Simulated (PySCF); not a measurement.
**SiO (SMILES O=[Si]) at M06-2X/STO-6G**

What is the energy change on altering one bond length of SiO at M06-2X/STO-6G? 

The calculation is run with PySCF 2.14.0.

24 further runs of the same task are left out: 13 that didn't finish, 11 set aside as unsound or not needed.

## 1. The structure to begin with

SiO: 2 atoms, total charge 0, spin state singlet. SMILES: `O=[Si]`. The shape is that of a PBE0-D4/def2-TZVP optimisation.

Bond lengths: O1–Si2 1.509 Å.

## 2. A single-point energy at M06-2X/STO-6G

The input, run.py:

```python
# O=[Si]
from pyscf import gto, dft

molecule = gto.M(
    atom='''
O     -0.640700     0.231500    -0.324000
Si     0.640700    -0.231500     0.324000
''',
    max_memory=1860,
    spin=0,
    basis='sto-6g',
    verbose=3,
)

ks = dft.RKS(molecule, xc='m06-2x')
ks.grids.level = 5
ks.conv_tol = 1e-10
ks.kernel()
if not ks.converged:
    ks = ks.newton().run(ks.mo_coeff, ks.mo_occ)

e_final = ks.e_tot
print('E = %.10f Eh' % e_final)
```

Run with:

```
$ OMP_NUM_THREADS=1 python run.py
```

Log:

```text
converged SCF energy = -363.233889012068
E = -363.2338890121 Eh
```

Wall time 2.1 s (1 thread of Intel Xeon Platinum 8488C (Sapphire Rapids), shared host); peak memory 0.16 GiB.

## 3. The distorted shape at the same level

The input, input.py:

```python
from pyscf import gto, dft

molecule = gto.Mole()
molecule.atom = [
    ('O', (-0.897003, 0.324108, -0.453612)),
    ('Si', (0.640700, -0.231500, 0.324000)),
]
molecule.charge = 0
molecule.basis = 'sto-6g'
molecule.verbose = 4
molecule.max_memory = 1860
molecule.build()

mf = dft.RKS(molecule, xc='m06-2x')
mf.grids.level = 5
mf.conv_tol = 1e-10
mf.kernel()
if not mf.converged:
    mf = mf.newton().run(mf.mo_coeff, mf.mo_occ)

e_final = mf.e_tot
print('E = %.10f Eh' % e_final)
```

Run with:

```
$ OMP_NUM_THREADS=1 python input.py
```

Log:

```text
PySCF version 2.14.0

[INPUT] num. atoms = 2
[INPUT] num. electrons = 22
[INPUT] charge = 0
[INPUT] spin (= nelec alpha-beta = 2S) = 0
[INPUT] symmetry False subgroup None
[INPUT] Mole.unit = angstrom
[INPUT] Symbol           X                Y                Z      unit          X                Y                Z       unit  Magmom
[INPUT]  1 O     -0.897003000000   0.324108000000  -0.453612000000 AA   -1.695090002913   0.612475354781  -0.857202446816 Bohr   0.0
[INPUT]  2 Si     0.640700000000  -0.231500000000   0.324000000000 AA    1.210747528009  -0.437471597837   0.612271264359 Bohr   0.0

nuclear repulsion = 32.7356195190775
number of shells = 8
number of NR pGTOs = 84
number of NR cGTOs = 14
basis = sto-6g
ecp = {}

******** <class 'pyscf.dft.rks.RKS'> ********
method = RKS
initial guess = minao
damping factor = 0
level_shift factor = 0
DIIS = <class 'pyscf.scf.diis.CDIIS'>
diis_start_cycle = 1
diis_space = 8
diis_damp = 0
SCF conv_tol = 1e-10
SCF conv_tol_grad = None
SCF max_cycles = 50
direct_scf = True
direct_scf_tol = 1e-13
XC library pyscf.dft.libxc version 7.0.0
    S. Lehtola, C. Steigemann, M. J.T. Oliveira, and M. A.L. Marques.,  SoftwareX 7, 1–5 (2018)
XC functionals = m06-2x
    Y. Zhao and D. G. Truhlar.,  Theor. Chem. Acc. 120, 215 (2008)
    Y. Zhao and D. G. Truhlar.,  Theor. Chem. Acc. 120, 215 (2008)
radial grids:
    Treutler-Ahlrichs [JCP 102, 346 (1995); DOI:10.1063/1.469408] (M4) radial grids

becke partition: Becke, JCP 88, 2547 (1988); DOI:10.1063/1.454033
pruning grids: <function nwchem_prune>
grids dens level: 5
symmetrized grids: False
atomic radii adjust function: <function treutler_atomic_radii_adjust>
small_rho_cutoff = 0
Set gradient conv threshold to 1e-05
Initial guess from minao.
tot grids = 86536
init E= -362.740903837889
  HOMO = -0.300503029391705  LUMO = 0.00534791181943845  gap/eV = 8.32263
cycle= 1 E= -362.710436457141  delta_E= 0.0305  |g|= 0.853  |ddm|= 1.88
  HOMO = 0.0472408028496151  LUMO = 0.412865340123187  gap/eV = 9.94915
cycle= 2 E= -358.395419592769  delta_E= 4.32  |g|= 2.55  |ddm|= 4.65
  HOMO = -0.169963039813106  LUMO = 0.112571449506514  gap/eV = 7.68816
cycle= 3 E= -363.059027011078  delta_E= -4.66  |g|= 0.498  |ddm|= 4.17
  HOMO = -0.205256457772295  LUMO = 0.125238332288095  gap/eV = 8.99322
cycle= 4 E= -363.047596475705  delta_E= 0.0114  |g|= 0.526  |ddm|= 0.0408
  HOMO = -0.185705670673854  LUMO = 0.122167223193688  gap/eV = 8.37765
cycle= 5 E= -363.120125202466  delta_E= -0.0725  |g|= 0.312  |ddm|= 0.29
  HOMO = -0.146645722675447  LUMO = 0.125246826878809  gap/eV = 7.39857
cycle= 6 E= -363.131133654798  delta_E= -0.011  |g|= 0.299  |ddm|= 0.649
  HOMO = -0.160626993208343  LUMO = 0.127398955506501  gap/eV = 7.83759
cycle= 7 E= -363.148796362537  delta_E= -0.0177  |g|= 0.157  |ddm|= 0.131
  HOMO = -0.170936071621116  LUMO = 0.127087754250658  gap/eV = 8.10964
cycle= 8 E= -363.155751642786  delta_E= -0.00696  |g|= 0.0182  |ddm|= 0.136
  HOMO = -0.172317279831694  LUMO = 0.127169808261939  gap/eV = 8.14946
cycle= 9 E= -363.155846257985  delta_E= -9.46e-05  |g|= 0.0031  |ddm|= 0.0155
  HOMO = -0.172573161528618  LUMO = 0.12716229168293  gap/eV = 8.15622
cycle= 10 E= -363.155849088342  delta_E= -2.83e-06  |g|= 0.000129  |ddm|= 0.00326
  HOMO = -0.172564488693402  LUMO = 0.127163501417142  gap/eV = 8.15601
cycle= 11 E= -363.155849093303  delta_E= -4.96e-09  |g|= 9.36e-07  |ddm|= 0.00013
  HOMO = -0.172564554929536  LUMO = 0.127163498292547  gap/eV = 8.15602
cycle= 12 E= -363.155849093303  delta_E= -2.27e-13  |g|= 9.81e-08  |ddm|= 1.3e-06
  HOMO = -0.172564564844089  LUMO = 0.127163493905498  gap/eV = 8.15602
Extra cycle  E= -363.155849093304  delta_E= -1.71e-13  |g|= 1.95e-07  |ddm|= 4.76e-07
converged SCF energy = -363.155849093304
E = -363.1558490933 Eh
```

Wall time 2.2 s (1 thread of Intel Xeon Platinum 8488C (Sapphire Rapids), shared host); peak memory 0.16 GiB.

## 4. Summary of results

At M06-2X/STO-6G:

```
                                                          quantity          value
                                         first shape: total energy  -363.23389 Eh
                                        first shape: dipole moment         1.50 D
                                          first shape: HOMO energy       -5.84 eV
                                          first shape: LUMO energy        4.75 eV
                                        first shape: HOMO–LUMO gap       10.59 eV
                                     distorted shape: total energy  -363.15585 Eh
                                    distorted shape: dipole moment         2.04 D
                                      distorted shape: HOMO energy       -4.70 eV
                                      distorted shape: LUMO energy        3.46 eV
                                    distorted shape: HOMO–LUMO gap        8.16 eV
energy change with the O1–Si2 bond stretched from 1.509 to 1.811 Å       2.124 eV
```

**Reading.** With the O1–Si2 bond stretched from 1.509 to 1.811 Å the energy rises by 2.12 eV (49 kcal/mol). The first shape isn't relaxed at this level, so the change isn't measured from a minimum. The minimal basis adds a large error of its own.
